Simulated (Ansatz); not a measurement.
# Worked example: the barrier

An elementary step of SiH6O2, singlet (SiH₄O₂ ([OH][SiH2][OH]) + H₂ → SiH₄O ([OH][SiH3]) + H₂O; bonds formed: Si1–H7, O2–H6; bonds broken: Si1–O2, H6–H7). “Start” is the structure reached by relaxing down from the saddle towards the reactants; PBE0-D4/def2-TZVP structures. The saddle:

```
9
angstrom
Si -0.4410 -0.0925 0.2378
O 1.2707 -0.8213 0.0530
H -0.9963 -1.1494 -0.6863
H -1.0512 -0.4534 1.5413
O -0.9124 1.2637 -0.5891
H 1.3871 0.1815 0.5518
H 0.6701 0.9341 1.0323
H 1.6054 -0.9269 -0.8457
H -1.5324 1.0641 -1.2951
```

Program: Ansatz 0.2.0. Basis: def2-TZVPP and def2-QZVPP. Cores are frozen in the correlated methods.

Energies in eV:

| quantity | saddle | start |
| --- | --- | --- |
| Hartree–Fock, triple zeta (X = 3) | -12032.61078 | -12035.71792 |
| Hartree–Fock, quadruple zeta (X = 4) | -12033.08082 | -12036.20137 |
| MP2 correlation, X = 3 | -18.11489 | -17.47671 |
| MP2 correlation, X = 4 | -19.52028 | -18.87559 |
| CCSD(T) correlation, X = 3 | -19.41466 | -18.78057 |

Problem. Work out the barrier at the basis limit: extrapolate Hartree–Fock as E(X) = E∞ + A exp(−7.88 √X) and the MP2 correlation as E(X) = E∞ + B X^−2.97 (the exponents that Neese and Valeev fitted for def2-TZVPP and QZVPP), then add CCSD(T) − MP2 in triple zeta.

Solution. Each step is linear, so take the differences first (saddle − start): Hartree–Fock 3.10714 (X = 3) and 3.12055 (X = 4); MP2 correlation -0.63818 and -0.64469; CCSD(T) correlation -0.63409.
Two points give E∞ = E(4) + w [E(4) − E(3)], with w = 1/(exp(7.88 (2 − √3)) − 1) = 0.1377 for Hartree–Fock and w = 1/((4/3)^2.97 − 1) = 0.7407 for the correlation.
Hartree–Fock: 3.12055 + 0.1377 × 0.01341 = 3.1224 eV.
MP2 correlation: -0.64469 + 0.7407 × (-0.00651) = -0.6495 eV.
CCSD(T) − MP2: -0.63409 − (-0.63818) = 0.0041 eV.
Sum: 3.1224 + (-0.6495) + 0.0041 = 2.4770 eV, or 57.12 kcal/mol. Plain CCSD(T) in triple zeta gives 2.4730 eV, so the larger basis shifts the result by 0.0040 eV.

The T1 diagnostic stays at or below 0.012.

Labels in which every atom is bracketed show which atoms are joined, not bond orders.

For scale, one of the runs: CCSD(T)/def2-TZVPP, 188 basis functions, launched by `ansatz run in.yaml --threads 2 --pin off --events-out ev --progress --plain --max-ram 4352MiB`. The run took 46 s on 2 CPU threads (shared host), with 2 GiB of host memory at its peak.
